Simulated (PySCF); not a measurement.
Gas-phase reaction: 2 SiO₂ = Si₂O₂ + O₂

Computed with PySCF (xtb for GFN2) and rigid-rotor harmonic-oscillator thermochemistry at 1 bar. † marks an energy on the PBE0/def2-TZVP geometry and frequencies; other levels use their own. MP2 freezes the core. Open shells (unrestricted): O₂ (multiplicity 3); the rest are closed-shell singlets. GFN2 has no spin-polarisation term. B3LYP is the form with VWN-RPA correlation. Si₂O₂: computed as isolated molecules; such fragments, hydroxides, amides, oligomers or adducts are transient or little studied in the gas. MP2 isn't extrapolated to the basis-set limit.

| level | ΔH°(298 K), kJ |
|---|---|
| B3LYP/def2-TZVP† | (withheld) |
| GFN2-xTB | 979 |
| HF/def2-TZVP† | (withheld) |
| MP2/def2-SVP† | 135 |
| MP2/def2-TZVPP† | (withheld) |
| PBE0/def2-QZVP† | (withheld) |
| PBE0/def2-TZVP | 78 |
| ωB97X-V/def2-TZVP† | 76 |

Task: What belongs in the gaps?

Result: 
- B3LYP/def2-TZVP†, ΔH°(298 K), kJ: 116
- HF/def2-TZVP†, ΔH°(298 K), kJ: -38
- MP2/def2-TZVPP†, ΔH°(298 K), kJ: 200
- PBE0/def2-QZVP†, ΔH°(298 K), kJ: 83
